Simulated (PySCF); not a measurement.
PySCF input:

```python
from pyscf import gto, scf, dft

mol = gto.M(
    atom='''
    O    -0.00000000   -0.00000000   -1.69736936
    C    -0.00000000   -0.00000000   -0.56804329
    S     0.00000000    0.00000000    1.06170091
    ''',
    basis='def2-tzvpd',
    charge=1,
    spin=1,
    symmetry='C2v',
    verbose=4,
)

mf = dft.UKS(mol, xc='pw6b95').density_fit(auxbasis='def2-universal-jkfit')
mf.grids.level = 3
mf.conv_tol = 1e-9
mf.max_cycle = 100
mf.max_memory = 1500
mf.kernel()
if not mf.converged:
    mf = mf.newton()
    mf.kernel(mf.make_rdm1())
mf.analyze()
```

**Question.** Which total energy does the run end on?

**Answer.** -511.64594 Eh (PW6B95/def2-TZVPD).
